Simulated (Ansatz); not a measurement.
A nudged elastic band was laid between two geometries of ClH$_{4}$NSi (7 atoms, charge 0, multiplicity 1).

Theory: RKS PBE/def2-SVP in Ansatz.

* movable images: 5
* climbing image: yes
* spring: 5.0 eV/Å²
* optimiser: quadratic models (default)
* start path: through a guess of the saddle point
* force threshold: 0.5 eV/Å
* iteration limit: 60
* end points: relaxed

First end point:

```xyz
7
Properties=species:S:1:pos:R:3
Si 0.390 -0.017 0.109
N 0.840 -0.152 1.773
H 0.108 -0.309 2.473
H 1.552 0.482 2.146
H 1.649 0.005 -0.702
Cl -0.683 1.716 -0.417
H -0.498 -1.177 -0.219
```

Last end point:

```xyz
7
Properties=species:S:1:pos:R:3
Si -0.043 -0.407 -0.500
N 1.119 -0.067 1.203
H 1.167 -0.870 1.849
H 0.691 0.734 1.696
H 2.082 0.202 0.957
Cl -0.483 1.736 -0.539
H -1.175 -0.782 0.496
```

(1) Which bonds break or form, and what moves?

(2) Give the energies along the band, and the barrier.

(3) What is the geometry of the highest image?

Results:

(1) Bonds broken: Si1–H5. Bonds formed: N2–H5.

(2) The forces met the threshold. The highest image is number 2 of 0 to 6, 2.68 eV above the first end and 1.47 eV above the last; the last end lies 1.21 eV above the first. The threshold of 0.5 eV/Å is loose, so the images may lie well off the minimum-energy path. Neighbouring images differ by up to 1.8 eV, so the band resolves the path poorly. The order of the point at the top wasn't checked. The orbitals stay closed-shell, which can raise the energy where a bond breaks towards radicals; this wasn't checked here.

```
image  path coordinate (Å)  energy (eV)  Si1–H5 (Å)  N2–H5 (Å)
    0                 0.00         0.00        1.50       2.61
    1                 0.78         0.86        1.50       2.08
    2                 1.56         2.68        1.68       1.40
    3                 2.28         1.45        2.28       1.04
    4                 2.99         1.24        2.70       1.03
    5                 3.71         1.22        2.69       1.03
    6                 4.43         1.21        2.65       1.03
```

(3) 
```xyz
7
Properties=species:S:1:pos:R:3:forces:R:3
Si 0.319 0.104 -0.267 0.05 -0.05 0.07
N 0.934 -0.092 1.512 0.01 0.09 0.09
H 0.491 -0.552 2.330 -0.03 -0.07 -0.07
H 1.465 0.729 1.835 0.05 -0.03 -0.02
H 1.755 -0.415 0.425 -0.19 0.07 -0.08
Cl -0.932 1.816 -0.371 0.04 0.02 -0.03
H -0.672 -1.043 -0.301 0.07 -0.03 0.03
```

Time of the run: 110 s on 1 thread of Arm Neoverse V1 (shared host), peak memory 0.12 GiB.
